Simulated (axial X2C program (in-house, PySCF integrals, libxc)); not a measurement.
Low determinants of SiF⁻ at the PBE0 level, with spin–orbit coupling

All values were computed with an axial X2C code built on PySCF integrals. Two-component (2c) means X2C with spin–orbit coupling and atomic mean-field two-electron Coulomb and Gaunt terms. Basis: Si dyall-av3z [9s8p3d2f], F dyall-av3z [7s6p3d2f] (cores contracted in-house); Gaussian nuclei, density fitting, unrestricted open shells. Masses: Si 27.977 u, F 18.998 u.

Search at 1.703 Å (vertical energies from the lowest determinant):

| ΔE (eV) | state | electrons beyond evenly filled partner blocks | electrons in ±ω = 1/2, 3/2, 5/2, 7/2 |
| --- | --- | --- | --- |
| 0.00 | Ω = 1 | ω = -1/2, ω = 3/2 | 19 5 0 0 |
| 0.67 | Ω = 0 | none | 20 4 0 0 |
| 0.69 | Ω = 2 | ω = 1/2, ω = 3/2 | 19 5 0 0 |
| 0.70 | Ω = 0 | none | 18 6 0 0 |
| 1.66 | Ω = 1 | 2 × ω = 1/2 | 20 4 0 0 |
| 2.06 | Ω = 3 | 2 × ω = 3/2 | 18 6 0 0 |
| 4.28 | Ω = 4 | ω = 3/2, ω = 5/2 | 18 5 1 0 |

Lowest determinant, Ω = 1 (⟨Sz⟩ = 1.00, ⟨Lz⟩ = 0.00 at PBE0): Re = 1.697 Å, ωe = 664.8 cm⁻¹.

The determinant in row 2 of the search, Ω = 0 (closed shell), was followed along the bond at PBE0; measured from the minimum of the lowest determinant it gives:

Te = 0.668 eV (5388 cm⁻¹), Re = 1.684 Å, ωe = 687.3 cm⁻¹.

Compare the bond of the determinant in row 2 with that of the lowest one.

At PBE0 its Re is 0.013 Å shorter and its force constant, which goes as ωe², is 1.07 times that of the lowest determinant. T0 ≈ Te + Δωe/2 = 5388 + (11) = 5399 cm⁻¹.

The search compares states at one distance, so a state with another bond length can lie lower; it is not exhaustive and yields mostly the lowest determinant of each block pattern, so other components and higher states of one pattern are missing. These are energies of single determinants, not of spin-adapted states; PBE0 term energies can be off by some tenths of an eV, and the functional has no current term. Open-shell Ω = 0 determinants with evenly filled partner blocks cannot be reached by this program, so the Ω shown need not be the lowest component. The lowest determinant need not be the ground state where others lie within half an eV. A closed-shell Ω = 0 row of a π² shell mixes the 0⁺ component of the triplet with ¹Σ⁺ and matches no level; 0⁺ can lie lowest. For an anion, determinants above electron detachment are held by the basis set. The highest occupied level of some functionals is positive through self-interaction error; at Hartree–Fock it is bound. Row 1 has a positive highest level at its minimum. Row 2 has a positive highest level at its minimum.
